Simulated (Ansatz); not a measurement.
in.yaml

```yaml
crystal:
  periodic: [false, false, false]
  atoms:
    - {symbol: B, position_ang: [0.000000, -1.278800, -0.807656]}
    - {symbol: Ge, position_ang: [0.000000, 0.001352, 0.784085]}
    - {symbol: P, position_ang: [0.000000, 0.273649, -1.591723]}
    - {symbol: H, position_ang: [0.000000, 5.209576, 1.068793]}
basis:
  gaussian: {orbitals: cc-pVDZ}
magnetization: {spin_polarized: false, initial_magnetization: 1}
correlation: {active_space: {ras: {orbitals: [6, 1, 37], electrons: 13, max_holes: 2, max_particles: 2}, fixed_orbitals: true}}
```

```sh
$ ansatz run in.yaml --threads 1 --pin off --events-out ev --progress --plain --max-ram 2393MiB
```

Problem. Roughly how long does this take on 1 thread of AMD EPYC 7R43, shared host, and how much host memory?

Solution. 6 s wall and 0.27 GiB.

```
696 factors; integrals over basis functions are off by at most 8.0e-4 eV
mean field evaluation 1: about -66424.6787 eV, gradient 1.5e1 eV
mean field evaluation 2: about -66424.7126 eV, gradient 1.5e1 eV
mean field evaluation 4: about -66427.4959 eV, gradient 2.8e0 eV
mean field evaluation 8: about -66427.5837 eV, gradient 1.0e0 eV
mean field evaluation 16: about -66427.6014 eV, gradient 1.8e-6 eV
mean field -66427.60141577 eV, -2441.1693257841 hartree, gradient 1.8e-6 eV, S^2 0.750000; 0 other end points of the search recorded, 0 dependent functions left out
reference -66427.60141577 eV, -2441.1693257841 hartree; 27, 26 occupied and 37, 38 virtual orbitals, 696 factors
state -66434.54601470 eV, -2441.4245350876 hartree
Total energy: -66434.54601470 eV, -2441.4245350876 hartree
```
